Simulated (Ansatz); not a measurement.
# BSiH₆ (doublet): wB97M-V, B2PLYP, RPA-PBE over a scan of the distance B1–H4 along a hydrogen transfer, cc-pVDZ, part 2 of 2

Ansatz 0.2.0, Gaussian basis; cc-pVDZ, all electrons in the functionals, frozen cores in the correlation of double hybrids and RPA. Earlier steps stand in the parts before.

### Step 11. B2PLYP, 1.976 Å

Contents of in.yaml:

```yaml
crystal:
  periodic: [false, false, false]
  atoms:
    - {symbol: B, position_ang: [-2.412302, 0.000000, 0.000001]}
    - {symbol: H, position_ang: [-3.009035, 1.033572, 0.000000]}
    - {symbol: H, position_ang: [-3.009035, -1.033571, 0.000001]}
    - {symbol: H, position_ang: [-0.436302, 0.000000, 0.000000]}
    - {symbol: Si, position_ang: [1.003698, 0.000000, 0.000000]}
    - {symbol: H, position_ang: [1.453671, -1.416253, 0.000000]}
    - {symbol: H, position_ang: [1.453672, 0.708126, -1.226512]}
    - {symbol: H, position_ang: [1.453673, 0.708127, 1.226511]}
basis:
  gaussian: {orbitals: cc-pVDZ}
magnetization: {spin_polarized: true, initial_magnetization: 1}
hamiltonian: {xc: {name: B2PLYP}}
correlation: {electrons: outside_noble_gas}
```

Started as:

```console
> ansatz run in.yaml --threads 1 --pin off --events-out ev --progress --plain --max-ram 3968MiB --backend cpu
```

The program printed, shortened:

```text
Functional definition: B2PLYP
  name "B2PLYP"
  cite "Grimme, J. Chem. Phys. 124, 034108 (2006) doi:10.1063/1.2148954"
  cite "Becke, Phys. Rev. A 38, 3098 (1988) doi:10.1103/PhysRevA.38.3098"
  cite "Lee, Yang & Parr, Phys. Rev. B 37, 785 (1988) doi:10.1103/PhysRevB.37.785"
[...]
571 factors; integrals over basis functions are off by at most 1.8e-3 eV
[...]
mean field -8640.96420260 eV, -317.5495773898 hartree, gradient 5.0e-6 eV, S^2 0.754175; 2 other end points of the search recorded, 0 dependent functions left out
6 core orbitals not correlated: weight in the atoms' cores, before any rotation towards them, 1.000 or more for the frozen orbitals, at most 0.000 for the correlated occupied ones
reference -8640.96437551 eV, -317.5495837438 hartree; 7, 6 occupied and 49, 50 virtual orbitals, 571 factors
second order -6.39104144 eV of doubles, -0.00000000 eV of singles
Total energy: -8642.68995670 eV, -317.6129976829 hartree
```

Run time: 2 s. Hardware: 1 thread of AMD EPYC 7R13, shared host.

From the report: ⟨S²⟩ of the determinant 0.754 (pure doublet: 0.75).

From 1.194 Å: +16.4 kcal/mol.

### Step 12. RPA-PBE, 1.194 Å

Contents of in.yaml:

```yaml
crystal:
  periodic: [false, false, false]
  atoms:
    - {symbol: B, position_ang: [-2.394752, 0.000000, 0.000001]}
    - {symbol: H, position_ang: [-2.991485, 1.033572, 0.000000]}
    - {symbol: H, position_ang: [-2.991486, -1.033571, 0.000001]}
    - {symbol: H, position_ang: [-1.201287, 0.000000, 0.000000]}
    - {symbol: Si, position_ang: [1.021248, 0.000000, 0.000000]}
    - {symbol: H, position_ang: [1.471220, -1.416253, 0.000000]}
    - {symbol: H, position_ang: [1.471222, 0.708126, -1.226512]}
    - {symbol: H, position_ang: [1.471223, 0.708127, 1.226511]}
basis:
  gaussian: {orbitals: cc-pVDZ}
magnetization: {spin_polarized: true, initial_magnetization: 1}
hamiltonian: {xc: {name: PBE}}
correlation: {method: rpa, electrons: outside_noble_gas}
```

The command is unchanged.

The program printed, shortened:

```text
Functional definition: PBE
  name "PBE"
  cite "Perdew, Burke & Ernzerhof, Phys. Rev. Lett. 77, 3865 (1996) doi:10.1103/PhysRevLett.77.3865"
  parent pbe
[...]
570 factors; integrals over basis functions are off by at most 1.2e-3 eV
[...]
mean field -8642.20555488 eV, -317.5951962445 hartree, gradient 5.4e-6 eV, S^2 0.752698; 3 other end points of the search recorded, 0 dependent functions left out
6 core orbitals not correlated: weight in the atoms' cores, before any rotation towards them, 1.000 or more for the frozen orbitals, at most 0.000 for the correlated occupied ones
reference -8625.36666522 eV, -316.9763784633 hartree; 7, 6 occupied and 49, 50 virtual orbitals, 570 factors
Total energy: -8636.83481430 eV, -317.3978251685 hartree
```

Run time: 4.3 s. Hardware: 1 thread of AMD EPYC 7R13, shared host.

From the report: ⟨S²⟩ of the determinant 0.753 (pure doublet: 0.75).

### Step 13. RPA-PBE, 1.305 Å

Contents of in.yaml:

```yaml
crystal:
  periodic: [false, false, false]
  atoms:
    - {symbol: B, position_ang: [-2.397253, 0.000000, 0.000001]}
    - {symbol: H, position_ang: [-2.993987, 1.033572, 0.000000]}
    - {symbol: H, position_ang: [-2.993987, -1.033571, 0.000001]}
    - {symbol: H, position_ang: [-1.092253, 0.000000, 0.000000]}
    - {symbol: Si, position_ang: [1.018747, 0.000000, 0.000000]}
    - {symbol: H, position_ang: [1.468719, -1.416253, 0.000000]}
    - {symbol: H, position_ang: [1.468721, 0.708126, -1.226512]}
    - {symbol: H, position_ang: [1.468721, 0.708127, 1.226511]}
basis:
  gaussian: {orbitals: cc-pVDZ}
magnetization: {spin_polarized: true, initial_magnetization: 1}
hamiltonian: {xc: {name: PBE}}
correlation: {method: rpa, electrons: outside_noble_gas}
```

The command is unchanged.

The program printed, shortened:

```text
Functional definition: PBE
  name "PBE"
  cite "Perdew, Burke & Ernzerhof, Phys. Rev. Lett. 77, 3865 (1996) doi:10.1103/PhysRevLett.77.3865"
  parent pbe
[...]
570 factors; integrals over basis functions are off by at most 1.2e-3 eV
[...]
mean field -8642.16931718 eV, -317.5938645336 hartree, gradient 6.2e-6 eV, S^2 0.752884; 5 other end points of the search recorded, 0 dependent functions left out
6 core orbitals not correlated: weight in the atoms' cores, before any rotation towards them, 1.000 or more for the frozen orbitals, at most 0.000 for the correlated occupied ones
reference -8625.17835623 eV, -316.9694582355 hartree; 7, 6 occupied and 49, 50 virtual orbitals, 570 factors
Total energy: -8636.74238726 eV, -317.3944285374 hartree
```

Run time: 3.4 s. Hardware: 1 thread of AMD EPYC 7R13, shared host.

From the report: ⟨S²⟩ of the determinant 0.753 (pure doublet: 0.75).

From 1.194 Å: +2.1 kcal/mol.

### Step 14. RPA-PBE, 1.529 Å

Contents of in.yaml:

```yaml
crystal:
  periodic: [false, false, false]
  atoms:
    - {symbol: B, position_ang: [-2.402277, 0.000000, 0.000001]}
    - {symbol: H, position_ang: [-2.999010, 1.033572, 0.000000]}
    - {symbol: H, position_ang: [-2.999011, -1.033571, 0.000001]}
    - {symbol: H, position_ang: [-0.873277, 0.000000, 0.000000]}
    - {symbol: Si, position_ang: [1.013723, 0.000000, 0.000000]}
    - {symbol: H, position_ang: [1.463695, -1.416253, 0.000000]}
    - {symbol: H, position_ang: [1.463697, 0.708126, -1.226512]}
    - {symbol: H, position_ang: [1.463698, 0.708127, 1.226511]}
basis:
  gaussian: {orbitals: cc-pVDZ}
magnetization: {spin_polarized: true, initial_magnetization: 1}
hamiltonian: {xc: {name: PBE}}
correlation: {method: rpa, electrons: outside_noble_gas}
```

Launched as before.

The program printed, shortened:

```text
Functional definition: PBE
  name "PBE"
  cite "Perdew, Burke & Ernzerhof, Phys. Rev. Lett. 77, 3865 (1996) doi:10.1103/PhysRevLett.77.3865"
  parent pbe
[...]
571 factors; integrals over basis functions are off by at most 1.3e-3 eV
[...]
mean field -8641.83484113 eV, -317.5815727655 hartree, gradient 7.4e-6 eV, S^2 0.754013; 6 other end points of the search recorded, 0 dependent functions left out
6 core orbitals not correlated: weight in the atoms' cores, before any rotation towards them, 1.000 or more for the frozen orbitals, at most 0.000 for the correlated occupied ones
reference -8624.58263622 eV, -316.9475659291 hartree; 7, 6 occupied and 49, 50 virtual orbitals, 571 factors
Total energy: -8636.31166856 eV, -317.3785999171 hartree
```

It took 4.3 s on 1 thread of AMD EPYC 7R13, shared host.

From the report: ⟨S²⟩ of the determinant 0.754 (pure doublet: 0.75).

From 1.194 Å: +12.1 kcal/mol.

### Step 15. RPA-PBE, 1.752 Å

Contents of in.yaml:

```yaml
crystal:
  periodic: [false, false, false]
  atoms:
    - {symbol: B, position_ang: [-2.407278, 0.000000, 0.000001]}
    - {symbol: H, position_ang: [-3.004011, 1.033572, 0.000000]}
    - {symbol: H, position_ang: [-3.004012, -1.033571, 0.000001]}
    - {symbol: H, position_ang: [-0.655278, 0.000000, 0.000000]}
    - {symbol: Si, position_ang: [1.008722, 0.000000, 0.000000]}
    - {symbol: H, position_ang: [1.458694, -1.416253, 0.000000]}
    - {symbol: H, position_ang: [1.458696, 0.708126, -1.226512]}
    - {symbol: H, position_ang: [1.458697, 0.708127, 1.226511]}
basis:
  gaussian: {orbitals: cc-pVDZ}
magnetization: {spin_polarized: true, initial_magnetization: 1}
hamiltonian: {xc: {name: PBE}}
correlation: {method: rpa, electrons: outside_noble_gas}
```

The command is unchanged.

The program printed, shortened:

```text
Functional definition: PBE
  name "PBE"
  cite "Perdew, Burke & Ernzerhof, Phys. Rev. Lett. 77, 3865 (1996) doi:10.1103/PhysRevLett.77.3865"
  parent pbe
[...]
572 factors; integrals over basis functions are off by at most 1.9e-3 eV
[...]
mean field -8641.65367515 eV, -317.5749150384 hartree, gradient 6.6e-6 eV, S^2 0.753764; 6 other end points of the search recorded, 0 dependent functions left out
6 core orbitals not correlated: weight in the atoms' cores, before any rotation towards them, 1.000 or more for the frozen orbitals, at most 0.000 for the correlated occupied ones
reference -8624.48895680 eV, -316.9441232739 hartree; 7, 6 occupied and 49, 50 virtual orbitals, 572 factors
Total energy: -8636.18129763 eV, -317.3738088739 hartree
```

It took 4.2 s on 1 thread of AMD EPYC 7R13, shared host.

From the report: ⟨S²⟩ of the determinant 0.754 (pure doublet: 0.75).

From 1.194 Å: +15.1 kcal/mol.

### Step 16. RPA-PBE, 1.976 Å

Contents of in.yaml:

```yaml
crystal:
  periodic: [false, false, false]
  atoms:
    - {symbol: B, position_ang: [-2.412302, 0.000000, 0.000001]}
    - {symbol: H, position_ang: [-3.009035, 1.033572, 0.000000]}
    - {symbol: H, position_ang: [-3.009035, -1.033571, 0.000001]}
    - {symbol: H, position_ang: [-0.436302, 0.000000, 0.000000]}
    - {symbol: Si, position_ang: [1.003698, 0.000000, 0.000000]}
    - {symbol: H, position_ang: [1.453671, -1.416253, 0.000000]}
    - {symbol: H, position_ang: [1.453672, 0.708126, -1.226512]}
    - {symbol: H, position_ang: [1.453673, 0.708127, 1.226511]}
basis:
  gaussian: {orbitals: cc-pVDZ}
magnetization: {spin_polarized: true, initial_magnetization: 1}
hamiltonian: {xc: {name: PBE}}
correlation: {method: rpa, electrons: outside_noble_gas}
```

The command is unchanged.

The program printed, shortened:

```text
Functional definition: PBE
  name "PBE"
  cite "Perdew, Burke & Ernzerhof, Phys. Rev. Lett. 77, 3865 (1996) doi:10.1103/PhysRevLett.77.3865"
  parent pbe
[...]
571 factors; integrals over basis functions are off by at most 1.8e-3 eV
[...]
mean field -8641.48013821 eV, -317.5685376738 hartree, gradient 8.4e-6 eV, S^2 0.752130; 4 other end points of the search recorded, 0 dependent functions left out
6 core orbitals not correlated: weight in the atoms' cores, before any rotation towards them, 1.000 or more for the frozen orbitals, at most 0.000 for the correlated occupied ones
reference -8624.67227206 eV, -316.9508599854 hartree; 7, 6 occupied and 49, 50 virtual orbitals, 571 factors
Total energy: -8636.17970773 eV, -317.3737504461 hartree
```

It took 3.7 s on 1 thread of AMD EPYC 7R13, shared host.

From the report: ⟨S²⟩ of the determinant 0.752 (pure doublet: 0.75).

From 1.194 Å: +15.1 kcal/mol.

### Step 17. Against the wave-function levels

The yardstick is UCCSDT(Q), where the cluster series has nearly closed. It comes from earlier runs at the same points. Energies in kcal/mol, counted from 1.194 Å; blanks weren't run or aren't comparable.

| level | 1.194 Å | 1.305 Å | 1.529 Å | 1.752 Å | 1.976 Å |
| --- | --- | --- | --- | --- | --- |
| UCCSDT(Q) | 0.0 | 2.4 | 13.2 | 16.5 | 16.3 |
| wB97M-V | 0.0 | 2.2 | 12.4 | 16.1 | 16.9 |
| B2PLYP | 0.0 | 2.3 | 12.5 | 15.8 | 16.4 |
| RPA-PBE | 0.0 | 2.1 | 12.1 | 15.1 | 15.1 |

Largest miss and mean time a point (UCCSDT(Q) took 8.5 s a point; shared hosts):

| level | largest miss (kcal/mol) | where | time a point |
| --- | --- | --- | --- |
| wB97M-V | -0.8 | 1.529 Å | 6.1 s |
| B2PLYP | -0.7 | 1.529 Å | 1.9 s |
| RPA-PBE | -1.4 | 1.752 Å | 4 s |

### Step 18. What came out

What follows sums up all 2 parts.

| quantity | value |
| --- | --- |
| span of the UCCSDT(Q) curve | 16.5 kcal/mol |
| largest miss, wB97M-V | -0.8 kcal/mol (1.529 Å) |
| largest miss, B2PLYP | -0.7 kcal/mol (1.529 Å) |
| largest miss, RPA-PBE | -1.4 kcal/mol (1.752 Å) |

What this shows: Of the functionals, B2PLYP keep the smallest largest miss at the points compared (at most 0.7 kcal/mol) and RPA-PBE strays most (1.4 kcal/mol, at 1.752 Å). Functionals and the yardstick converge differently with the basis, so part of each miss in cc-pVDZ is the basis.
